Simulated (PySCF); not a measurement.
C5H8, SMILES C#CCCC (GFN2-xTB optimised geometry):

```
13

C      1.624    -1.301     0.001
C      0.427    -1.324     0.000
C     -1.021    -1.324     0.000
C     -1.586     0.101     0.000
C     -1.234     0.847    -1.280
H      2.672    -1.293     0.004
H     -1.376    -1.861    -0.885
H     -1.371    -1.861     0.887
H     -1.188     0.644     0.860
H     -2.672     0.049     0.108
H     -1.626     1.861    -1.252
H     -0.154     0.895    -1.402
H     -1.654     0.340    -2.147
```

Level of theory: PBE/def2-TZVP (PySCF 2.14.0).

What are the frontier orbital energies and the dipole moment?

HOMO-2 -8.17 eV, HOMO-1 -6.47 eV, HOMO -6.44 eV, LUMO 0.04 eV, LUMO+1 0.28 eV; dipole moment 0.83 D.

Meta-Löwdin charges at PBE/def2-TZVP: C1 -0.24, C2 -0.02, C3 -0.21, C4 -0.19, C5 -0.35, H6 0.17, H7 0.13, H8 0.14, H9 0.11, H10 0.11, H11 0.12, H12 0.12, H13 0.11.
